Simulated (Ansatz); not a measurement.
Geometry optimisation, Ansatz, UKS B3LYP-D4/def2-SVP.

The input (input.yaml):

```yaml
crystal:
  periodic: [false, false, false]
  atoms:
    - { symbol: "N", position_ang: [-0.7757, -0.10186, -1.04724] }
    - { symbol: C, position_ang: [0.13176, 0.04485, -0.16323] }
    - { symbol: "N", position_ang: [0.14008, 0.16764, 1.11903] }
    - { symbol: H, position_ang: [-1.63273, -0.58795, -0.83092] }
    - { symbol: H, position_ang: [1.10518, 0.24472, -0.66814] }
    - { symbol: H, position_ang: [1.03141, 0.2326, 1.59048] }
magnetization:
  spin_polarized: true
  initial_magnetization: 1
basis:
  gaussian: { orbitals: def2-SVP }
hamiltonian:
  xc: b3lyp
  dispersion: d4
relax:
  f_tol: 0.02
  max_steps: 40
```

Command:

```bash
$ ansatz run input.yaml --threads 1 --pin off --max-ram 2048MiB --backend cpu --events-out ev --progress --plain --runs-dir out
```

Q: Where does it end, and by what steps?

A: The forces met the threshold. After 8 steps the energy has fallen by 0.569 eV; H4 moved furthest, 0.31 Å.

```csv
step,energy less start (eV),largest force component (eV/Å),accepted
0,0.0000,3.404,yes
1,-0.3407,2.198,yes
2,-0.4274,2.062,yes
3,-0.5063,1.141,yes
4,-0.5487,1.129,yes
5,-0.5681,0.099,yes
6,-0.5685,0.031,yes
7,-0.5686,0.033,yes
8,-0.5687,0.003,yes
```

```xyz
6
Properties=species:S:1:pos:R:3
N -0.747 -0.220 -1.117
C 0.218 0.057 -0.249
N 0.024 0.019 1.061
H -1.588 -0.447 -0.561
H 1.198 0.324 -0.686
H 0.894 0.266 1.551
```

Run time: 47 s on 1 thread of AMD EPYC (Zen 3) (shared host), peak memory 0.14 GiB.
